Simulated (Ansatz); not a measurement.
Basis-set extrapolation for C$_{2}$H$_{5}$NO, SMILES `NC1CO1` (PBE0-D4/def2-TZVP geometry, frozen core, the Gaussian-basis code of Ansatz). Multiplicity 1, RHF reference.

```csv
,def2-TZVPP,def2-QZVPP
HF,-207.993708,-208.003605
MP2 correlation,-0.782405,-0.837739
CCSD(T) correlation,-0.836669,not run
```

Energies in hartree. Use E(X) = E(∞) + A·exp(−7.88·√X) for Hartree–Fock and E(X) = E(∞) + B·X^(−2.97) for correlation, with X = 3 and 4, and add CCSD(T) minus MP2 of the smaller set to the MP2 limit.

Task: What is the CCSD(T) energy at the basis-set limit?

Result: HF limit: -208.003605 + (-0.009897) × 0.13774 = -208.00497. MP2 limit: -0.837739 + (-0.055334) × 0.74074 = -0.87873. Higher-order term: -0.836669 − (-0.782405) = -0.05426. Total: -208.93796 hartree, 282.5 kJ/mol below CCSD(T)/def2-TZVPP.
